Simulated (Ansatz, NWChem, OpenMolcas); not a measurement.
## SO2F2 (sulfuryl fluoride): the dipole moment, rung by rung

The species is SO2F2 (5 atoms), meant as a singlet with charge 0. As SMILES, `O=S(=O)(F)F`. The shape is that of a PBE0-D4/def2-TZVP optimisation.

Quantity: the dipole moment, in D. The values are calculated.

**What was measured.** NIST CCCBDB gives the dipole moment of the gas as 1.12 D.

| level | kind | program | value (D) | computed − measured |
| --- | --- | --- | --- | --- |
| HF/6-311+G** | Hartree–Fock | OpenMolcas | 1.09 | -0.03 |
| revPBE/6-311+G** | GGA | NWChem | 0.92 | -0.20 |
| M06-L/6-311+G** | meta-GGA | OpenMolcas | 0.87 | -0.25 |
| r2SCAN/6-311+G** | meta-GGA | OpenMolcas | 0.94 | -0.18 |
| B3LYP/6-311+G** | global hybrid | OpenMolcas | 0.94 | -0.18 |
| M06-2X/6-311+G** | hybrid meta-GGA | OpenMolcas | 0.95 | -0.17 |
| CAM-B3LYP/6-311+G** | range-separated hybrid | NWChem | 0.96 | -0.16 |
| MP2/6-311+G** | perturbation theory | Ansatz | 0.86 | -0.26 |

Nearest: HF/6-311+G** (-0.03 D); farthest: MP2/6-311+G** (-0.26 D). The measured dipole is a vibrational average, so differences of a few hundredths of a debye mean little. Computed less measured by kind, in D (6-311+G** rows): Hartree–Fock -0.03; GGA -0.20; meta-GGA -0.25 to -0.18; global hybrid -0.18 to -0.17; range-separated hybrid -0.16; perturbation theory -0.26. Magnitudes only.
